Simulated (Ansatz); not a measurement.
**[GeH₃···H···S], triplet in cc-pVDZ: errors against RCCSDT(Q)**

Geometry: a point of a hydrogen-transfer path between rigid fragments, not a stationary point.

```xyz
6

Ge   -0.9989    0.0000    0.0000
H    -1.5103    1.4466    0.0000
H    -1.5103   -0.7233    1.2528
H    -1.5103   -0.7233   -1.2528
H     0.8661    0.0000    0.0000
S     2.3781    0.0000    0.0000
```

Basis cc-pVDZ; Ansatz 0.2.0. Correlated methods freeze the noble-gas cores and the filled d shells of p-block atoms, which leaves 14 electrons in 46 orbitals. Prefix R: restricted or restricted open-shell reference; prefix U: unrestricted. Active spaces: pair = (4e, 4o) about the gap. No spin–orbit coupling is included, and no scalar relativity.

Full CI isn't at hand for all of this; RCCSDT(Q) serves as the reference, and is uncertain by about the last step of the cluster series. The frozen core follows each run's orbitals, which can shift R against U totals by a few meV for light atoms and by up to 0.1 eV past Ca.

For open shells CISD is restricted-active-space CI with the open shells as a complete middle space.

```
UHF ⟨S²⟩                          : 2.036
T1 diagnostic (RCCSD)             : 0.0187
largest doubles amplitude (RCCSD) : 0.044
```

```
   level  E − E(RHF) (eV)
    RMP2          -6.1047
   RCCSD          -7.3180
RCCSD(T)          -7.4749
```

Question: Estimate how far RCCSDT(Q) in cc-pVDZ lies from RCCSD(T). The table doesn't fix it; the size of (T) and the diagnostics are the guide.

Answer: RCCSDT(Q) in cc-pVDZ lies 1.38 mEh below RCCSD(T), which is 24 % of the (T) step (-5.76 mEh). The diagnostics are small and one determinant leads, so the series closes fast and only a small part of (T) is left.

The other levels:

```json
{"level": "CISD", "E − E(RCCSDT(Q)) (mEh)": "31.96", "share of correlation (%)": "88.42", "wall time": "8 s"}
{"level": "BCCD(T)", "E − E(RCCSDT(Q)) (mEh)": "1.39", "share of correlation (%)": "99.50", "wall time": "8.5 s"}
{"level": "RCCSDT", "E − E(RCCSDT(Q)) (mEh)": "0.32", "share of correlation (%)": "99.88", "wall time": "–"}
{"level": "CASSCF (pair space)", "E − E(RCCSDT(Q)) (mEh)": "254.74", "share of correlation (%)": "7.73", "wall time": "–"}
{"level": "NEVPT2 (pair space)", "E − E(RCCSDT(Q)) (mEh)": "50.75", "share of correlation (%)": "81.62", "wall time": "5.5 s"}
{"level": "MRCISD (pair space)", "E − E(RCCSDT(Q)) (mEh)": "27.83", "share of correlation (%)": "89.92", "wall time": "–"}
{"level": "MRCISD+Q (pair space)", "E − E(RCCSDT(Q)) (mEh)": "2.09", "share of correlation (%)": "99.24", "wall time": "5.5 s"}
```

The correlation energy at RCCSDT(Q), counted from RHF, is -7.513 eV. That run took 53 s on 1 thread of Intel Xeon 6975P-C, shared host.

Run but not shown, since their state or frozen core can't be matched to the reference's or they repeat it: UHF, UMP2, UCCSD, UCCSD(T), UCCSDT, UCCSDT(Q).

Times hold each run's SCF and search for its determinant on a shared host, so for small cases they say little of a method's own cost; they ran on 1 thread of Intel Xeon 6975P-C.
